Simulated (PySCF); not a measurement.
A species of formula C3H6OS has this rotational fingerprint, computed with PBE0-D3(BJ)/def2-SVP geometry optimisation, gas phase in PySCF:

| Property | Result |
| --- | --- |
| Rotational constants | A = 6941, B = 2806, C = 2227 MHz |
| Dipole components | \|μa\| = 0.98 D, \|μb\| = 0.86 D, \|μc\| = 0.53 D |
| Inertial defect | -25.93 u·Å² |
| κ | -0.75 |

Problem. Which candidate fits, each taken in the one conformer that was computed?
A. `[CH2:1]=[CH:2][S@@:3]([CH3:4])=[O:5]` with C1–C2–S3–C4 -117°
B. `[O:1]=[S:2]1[CH2:3][CH2:4][CH2:5]1` with O1–S2–C3–C4 131°, S2–C3–C4–C5 -27°, C3–C4–C5–S2 27°, O1–S2–C5–C4 -131° (thietane 1-oxide)
C. `[CH3:1][S:2][CH2:3][CH:4]=[O:5]` with C1–S2–C3–C4 72°, S2–C3–C4–O5 -100°
D. `[CH3:1][O:2][C@H:3]1[CH2:4][S:5]1` with C1–O2–C3–C4 -153°

Solution. C. It is CSCC=O, an asymmetric top, point group C1. The candidates at the same level (rigid rotor, commonest isotopes):

```json
{"SMILES": "O=S1CCC1", "A (MHz)": "8770", "B (MHz)": "3548", "C (MHz)": "2978", "μa (D)": "3.97", "μb (D)": "0.00", "μc (D)": "0.72", "Δ (u·Å²)": "-30.35", "point group": "Cs", "rotor": "asymmetric top"}
{"SMILES": "CSCC=O", "A (MHz)": "6941", "B (MHz)": "2806", "C (MHz)": "2227", "μa (D)": "0.98", "μb (D)": "0.86", "μc (D)": "0.53", "Δ (u·Å²)": "-25.93", "point group": "C1", "rotor": "asymmetric top"}
{"SMILES": "CO[C@H]1CS1", "A (MHz)": "8638", "B (MHz)": "2917", "C (MHz)": "2376", "μa (D)": "1.14", "μb (D)": "0.67", "μc (D)": "0.94", "Δ (u·Å²)": "-19.05", "point group": "C1", "rotor": "asymmetric top"}
{"SMILES": "C=C[S@@](C)=O", "A (MHz)": "6386", "B (MHz)": "3526", "C (MHz)": "2727", "μa (D)": "0.25", "μb (D)": "3.61", "μc (D)": "0.39", "Δ (u·Å²)": "-37.16", "point group": "C1", "rotor": "asymmetric top"}
```

`CO[C@H]1CS1` has A 24 % too high; `C=C[S@@](C)=O` has B 26 % too high; `O=S1CCC1` has C 34 % too high. No structure here is proved a minimum.
